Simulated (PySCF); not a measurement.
# Solver options tried on AlF

Do solver options change the result for AlF, or only the number of cycles?

Computed with PySCF 2.14.0. Level: method and basis as typed in the scripts.

1 further run of the same task is left out (it didn't finish).

## 1. Where the work starts

AlF: 2 atoms, charge 0, spin multiplicity 1.

Bond lengths: Al1–F2 1.466 Å.

## 2. Base script

The input, input.py:

```python
from pyscf import gto, scf

mol = gto.M(
    atom='Al 0 0 0; F 0 0 1.466',
    basis='6-31+g*',
    charge=0,
    spin=0,
    symmetry=True,
    verbose=4,
)
mf = scf.RHF(mol)
mf.kernel()
mf.analyze()
print('orbital energies (hartree):', mf.mo_energy[..., max(0, mol.nelec[1]-3):mol.nelec[0]+3].round(4))
```

The run is started by

```sh
OMP_NUM_THREADS=1 python input.py
```

The log of this run is left out.

In short: E(SCF) = -341.384410 Eh, 8 cycles, μ = 0.33 D.

The bond length is a typed value, not an optimised one.

## 3. Point-group symmetry off

Run 1 changes point-group symmetry: on → off.

The input, input.py:

```python
from pyscf import gto, scf

mol = gto.M(
    atom='Al 0 0 0; F 0 0 1.466',
    basis='6-31+g*',
    charge=0,
    spin=0,
    verbose=4,
)
mf = scf.RHF(mol)
mf.kernel()
mf.analyze()
print('orbital energies (hartree):', mf.mo_energy[..., max(0, mol.nelec[1]-3):mol.nelec[0]+3].round(4))
```

The run is started by

```sh
OMP_NUM_THREADS=1 python input.py
```

## 4. Second-order solver on

Run 2 changes second-order solver: off → on.

input.py, as its differences from that of step 2:

```diff
@@ -11,2 +11,3 @@
 mf = scf.RHF(mol)
+mf = mf.newton()
 mf.kernel()
```

## 5. DIIS space 12

Run 3 changes DIIS space: default → 12.

input.py, as its differences from that of step 2:

```diff
@@ -11,2 +11,3 @@
 mf = scf.RHF(mol)
+mf.diis_space = 12
 mf.kernel()
```

## 6. DIIS space 20

Run 4 changes DIIS space: default → 20.

input.py, as its differences from that of step 2:

```diff
@@ -11,2 +11,3 @@
 mf = scf.RHF(mol)
+mf.diis_space = 20
 mf.kernel()
```

## 7. Initial guess core

Run 5 changes initial guess: minao → core.

input.py, as its differences from that of step 2:

```diff
@@ -11,2 +11,3 @@
 mf = scf.RHF(mol)
+mf.init_guess = 'core'
 mf.kernel()
```

What does the calculation give? Wanted: for each run, E(SCF); from base; gap; SCF dipole.

The runs gave:

```
                     run  E(SCF) (hartree)  from base (eV)   cycles  gap (eV)  SCF dipole (D)
                    base       -341.384410               0        8      9.76            0.33
point-group symmetry off       -341.384410          0.0000        8      9.76            0.33
  second-order solver on       -341.384410          0.0000  3 macro      9.76            0.33
           DIIS space 12       -341.384410          0.0000        8      9.76            0.33
           DIIS space 20       -341.384410          0.0000        8      9.76            0.33
      initial guess core       -341.384410          0.0000        8      9.76            0.33
```

Distance from each run's final energy (log10 hartree) by cycle:

```
                     run  cycle 1  cycle 2  cycle 3  cycle 5  cycle 8  cycle 12
                    base     -1.3     -1.8     -3.4     -6.3    < -11      done
point-group symmetry off     -1.3     -1.8     -3.4     -6.3    < -11      done
  second-order solver on     -4.7    < -11    < -11     done     done      done
           DIIS space 12     -1.3     -1.8     -3.4     -6.3    < -11      done
           DIIS space 20     -1.3     -1.8     -3.4     -6.3    < -11      done
      initial guess core     -1.3     -1.8     -3.4     -6.3    < -11      done
```

What this shows: No change of the SCF energy comes from point-group symmetry off or second-order solver on or DIIS space 12 or DIIS space 20 or initial guess core. PySCF falls back to minao for a guess that it doesn't know or can't read, so that run repeats the base. With point-group symmetry off, DIIS space 12, DIIS space 20, initial guess core the path hardly changes: 8 cycles against 8. The cycles with DIIS space 12 or DIIS space 20 repeat those of the base digit for digit, so the setting never acted.
